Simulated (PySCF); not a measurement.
Predicted microwave data (PySCF, PBE0-D3(BJ)/def2-SVP geometry optimisation, gas phase) for one isomer of C4H5Cl:

```
Rotational constants : A = 5425, B = 3749, C = 2217 MHz
Dipole components    : |μa| = 0.85 D, |μb| = 1.06 D, |μc| = 0.00 D
Inertial defect      : 0.00 u·Å²
κ                    : -0.04
```

Question: Which structure is it? (One computed conformer of each.)
A. 3-chloro-1-butyne, `[C@H](C)(C#C)Cl`
B. `[CH:1]#[C:2][CH2:3][CH2:4][Cl:5]` with C2–C3–C4–Cl5 180°
C. `ClC1=CCC1`
D. `[CH2:1]=[C:2]=[CH:3][CH2:4][Cl:5]` with C2–C3–C4–Cl5 121°
E. `C[C@H]1C=C1Cl`
F. `[CH2:1]=[CH:2][C:3](=[CH2:4])[Cl:5]` with C1–C2–C3–C4 180°

Answer: F. It is C=CC(=C)Cl, an asymmetric top, point group Cs. The candidates at the same level (rigid rotor, commonest isotopes):

```tsv
SMILES	A (MHz)	B (MHz)	C (MHz)	μa (D)	μb (D)	μc (D)	Δ (u·Å²)	point group	rotor
ClC1=CCC1	12427	2588	2203	1.50	0.14	0.00	-6.48	Cs	near-prolate asymmetric top
C#C[C@H](C)Cl	5926	2960	2099	1.14	1.37	0.46	-15.21	C1	asymmetric top
C#CCCCl	26789	1490	1437	1.26	0.38	0.00	-6.35	Cs	near-prolate asymmetric top
C[C@H]1C=C1Cl	9414	2386	2037	0.83	0.44	0.14	-17.38	C1	near-prolate asymmetric top
C=C=CCCl	16292	1573	1535	1.68	0.90	0.52	-23.06	C1	near-prolate asymmetric top
C=CC(=C)Cl	5425	3749	2217	0.85	1.06	0.00	0.00	Cs	asymmetric top
```

`C=C=CCCl` has A 200 % too high; `C[C@H]1C=C1Cl` has A 74 % too high; `C#CCCCl` has A 394 % too high; `ClC1=CCC1` has A 129 % too high; `C#C[C@H](C)Cl` has B 21 % too low. In the right answer the mirror of this Cs structure is the ab plane, so μc vanishes by symmetry. No structure here is proved a minimum.
